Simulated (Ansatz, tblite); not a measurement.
# The cluster Li₃S+: adding an electron

One table from this session's results is given with a row withheld; the runs are named, their logs left out.

Program: Ansatz 0.2.0, Gaussian basis. Level of theory: as each input shows. These are calculated values, not measurements.

Levels to be run: charge 0 doublet, at the geometry of the singlet (PBE0-D4/def2-TZVP, PBE-D4/def2-TZVP, r2SCAN-D4/def2-TZVP, CAM-B3LYP-D4/def2-TZVP, B97M-V/def2-TZVP, r2SCANh-D4/def2-TZVP, r2SCAN0-D4/def2-TZVP, LC-ωPBE/def2-TZVP); the starting singlet's energies come from earlier runs.

### The structure

The singlet was relaxed beforehand with B3LYP-D4/def2-TZVP. At that level it is the lowest of the isomers that a small search found.

4 atoms, charge 1, spin multiplicity 1.

Atoms are counted from 1 here; the program's logs count them from 0.

Bond lengths: Li1–S4 2.162 Å, Li2–S4 2.162 Å, Li3–S4 2.162 Å. Angles: Li1–S4–Li2 120.0°, Li1–S4–Li3 120.0°, Li2–S4–Li3 120.0°.

The ion is computed in the gas phase, without counter-ions or solvent.

Set-up of the first run:

in.yaml reads:

```yaml
crystal:
  periodic: [false, false, false]
  atoms:
    - {symbol: Li, position_ang: [-0.217346, -2.121801, 0.352783]}
    - {symbol: Li, position_ang: [1.946374, 0.827852, -0.446326]}
    - {symbol: Li, position_ang: [-1.729116, 1.294005, 0.092903]}
    - {symbol: S, position_ang: [0.000088, -0.000056, 0.000650]}
basis:
  gaussian: {orbitals: def2-TZVP}
magnetization: {spin_polarized: true, initial_magnetization: 1}
hamiltonian: {xc: pbe0, dispersion: d4}
output: {orbitals: {seedname: orbitals}}
```

Run with:

```
ansatz run in.yaml --threads 2 --pin off --events-out ev --progress --plain --max-ram 4352MiB
```

Steps of the session up to this table: Charge 0 doublet at the fixed geometry, PBE0-D4/def2-TZVP; Charge 0 doublet at the fixed geometry, PBE-D4/def2-TZVP; Charge 0 doublet at the fixed geometry, r2SCAN-D4/def2-TZVP; Charge 0 doublet at the fixed geometry, CAM-B3LYP-D4/def2-TZVP; Charge 0 doublet at the fixed geometry, B97M-V/def2-TZVP; Charge 0 doublet at the fixed geometry, r2SCANh-D4/def2-TZVP; Charge 0 doublet at the fixed geometry, r2SCAN0-D4/def2-TZVP; Charge 0 doublet at the fixed geometry, LC-ωPBE/def2-TZVP.

One of the session's tables, all rows but one given; the rest of the session is left out.

It belongs to the step «Vertical electron affinity». Beside −ε(LUMO) of the starting state:

```
                 level  −ε(LUMO) (eV)  by difference (eV)  mismatch (eV)
      PBE-D4/def2-TZVP              ?                   ?              ?
   r2SCAN-D4/def2-TZVP           4.19                3.55          +0.64
      B97M-V/def2-TZVP           4.79                3.68          +1.12
  r2SCANh-D4/def2-TZVP           4.08                3.53          +0.56
     PBE0-D4/def2-TZVP           4.43                3.61          +0.82
  r2SCAN0-D4/def2-TZVP           3.93                3.49          +0.44
CAM-B3LYP-D4/def2-TZVP           4.00                3.50          +0.50
     LC-ωPBE/def2-TZVP           3.11                3.26          -0.15
```

**Question.** Estimate the row for PBE-D4/def2-TZVP.

The run gave: −ε(LUMO) (eV): 5.00; by difference (eV): 3.77; mismatch (eV): +1.22. In the column «−ε(LUMO) (eV)» it is the highest.
